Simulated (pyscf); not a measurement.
Thermochemistry of product channels of `[OH][Si]([OH])([F])[F]` + `[F]` [doublet] on the doublet surface, in kcal/mol, from ωB97M-D3(BJ)/def2-TZVP energies (ideal gas, 1 atm, RRHO with modes under 100 cm⁻¹ raised to 100, one conformer, R ln 2 for chiral ones without a mode under 150 cm⁻¹). Structures and frequencies: ωB97X-D3(BJ)/def2-SVP in PySCF.

```csv
products,ΔE,ΔH(298 K),ΔG(298 K),ΔG(1200 K)
`[O][Si]([OH])([F])[F]` [doublet] + `[FH]`,-9.1,-10.2,-11.9,-16.3
`[OH2]` + `[O][Si]([F])([F])[F]` [doublet],-15.3,-15.9,-17.8,-21.6
```

These are energies of the channels, which say nothing of barriers. Left out: orbital degeneracy and the spin-orbit lowering of F.
